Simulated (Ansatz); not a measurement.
**AlBH₄: vertical ionisation energy**

One table from this session's results is given with a row withheld; the runs are named, their logs left out.

Computed with Ansatz 0.2.0, Gaussian basis. Level: unrestricted cation, the program's frozen cores in correlated methods.

The runs, in order: UKS PBE-D4/def2-TZVPP; UKS r2SCAN-D4/def2-TZVPP; UKS PBE0-D4/def2-TZVPP; UKS B3LYP-D4/def2-TZVPP; UKS wB97X-V/def2-TZVPP; UKS wB97M-V/def2-TZVPP; UKS B2PLYP/def2-TZVPP; UHF-CCSD(T)/def2-TZVPP; UHF-MP2/def2-QZVPP; extrapolation to the limit; then −ε(HOMO) from the neutral's earlier runs with LDA (SPW92), PBE-D4, revPBE-D4, BLYP-D4, r2SCAN-D4, B97M-V, PBE0-D4, B3LYP-D4, r2SCANh-D4, r2SCAN0-D4, HSE06-D4, BHLYP-D4, CAM-B3LYP-D4, LC-ωPBE, ωB97X-V, ωB97M-V.

1 further run of the same task is left out (it didn't finish).

### The relaxed structure

All runs share one geometry, relaxed beforehand with PBE0-D4 in a triple-zeta def2 set.

SMILES `[BH2][AlH2]`, 6 atoms, charge 0, spin multiplicity 1.

Atoms are counted from 1 here; the program's logs count them from 0.

Bond lengths: B1–Al2 2.115 Å, B1–H3 1.201 Å, B1–H4 1.201 Å, Al2–H5 1.594 Å, Al2–H6 1.594 Å. Angles: Al2–B1–H3 122.9°, Al2–B1–H4 122.9°, H3–B1–H4 114.2°, B1–Al2–H5 121.0°, B1–Al2–H6 121.0°, H5–Al2–H6 118.0°.

As a file:

| atom | x (Å) | y (Å) | z (Å) |
| --- | --- | --- | --- |
| B1 | -0.02030 | -1.12337 | 0.03342 |
| Al2 | 0.03149 | 0.98943 | -0.04466 |
| H3 | -0.97430 | -1.76509 | -0.31205 |
| H4 | 0.90183 | -1.78373 | 0.42699 |
| H5 | 0.54934 | 1.75014 | -1.34588 |
| H6 | -0.44606 | 1.86852 | 1.19598 |

Set-up of the first run:

File in.yaml:

```yaml
crystal:
  periodic: [false, false, false]
  atoms:
    - {symbol: B, position_ang: [-0.020302, -1.123373, 0.033417]}
    - {symbol: Al, position_ang: [0.031490, 0.989427, -0.044656]}
    - {symbol: H, position_ang: [-0.974295, -1.765091, -0.312050]}
    - {symbol: H, position_ang: [0.901828, -1.783729, 0.426988]}
    - {symbol: H, position_ang: [0.549343, 1.750140, -1.345877]}
    - {symbol: H, position_ang: [-0.446065, 1.868524, 1.195978]}
basis:
  gaussian: {orbitals: def2-TZVPP}
total_charge: 1
magnetization: {spin_polarized: true, initial_magnetization: 1}
hamiltonian: {xc: pbe, dispersion: d4}
```

Run with:

```bash
$ ansatz run in.yaml --threads 2 --pin off --events-out ev --progress --plain --max-ram 4352MiB
```

Among the steps run: Cation, UKS PBE-D4/def2-TZVPP; Cation, UKS r2SCAN-D4/def2-TZVPP; Cation, UKS PBE0-D4/def2-TZVPP; Cation, UKS B3LYP-D4/def2-TZVPP; Cation, UKS wB97X-V/def2-TZVPP; Cation, UKS wB97M-V/def2-TZVPP; Cation, UKS B2PLYP (frozen core)/def2-TZVPP; Cation, UHF-CCSD(T)/def2-TZVPP; Cation, UHF-MP2/def2-QZVPP.

One of the session's tables, all rows but one given; the rest of the session is left out.

For comparison, −ε(HOMO) of the neutral from earlier runs:

| functional | −ε(HOMO) (eV) |
| --- | --- |
| LDA (SPW92) | 6.42 |
| PBE-D4 | 6.36 |
| revPBE-D4 | 6.33 |
| BLYP-D4 | 6.25 |
| r2SCAN-D4 | 6.60 |
| B97M-V | 6.67 |
| PBE0-D4 | 7.52 |
| B3LYP-D4 | ? |
| r2SCANh-D4 | 7.03 |
| r2SCAN0-D4 | 7.67 |
| HSE06-D4 | 7.12 |
| BHLYP-D4 | 8.60 |
| CAM-B3LYP-D4 | 8.87 |
| LC-ωPBE | 10.23 |
| ωB97X-V | 9.87 |
| ωB97M-V | 9.66 |

Q: Estimate the row for B3LYP-D4 from the others.

Worked estimate for «−ε(HOMO) (eV)». Against the share of exact exchange, BLYP-D4 (0, 6.25), BHLYP-D4 (0.5, 8.60) give a slope of 4.70 per unit share; at 0.2 the line stands at 7.19.

The run gave: −ε(HOMO) (eV): 7.34. In «−ε(HOMO) (eV)» the line misses by -0.15.

To keep in mind: The cation may have settled in a state other than its lowest; no search over hole states beyond the program's own was made.
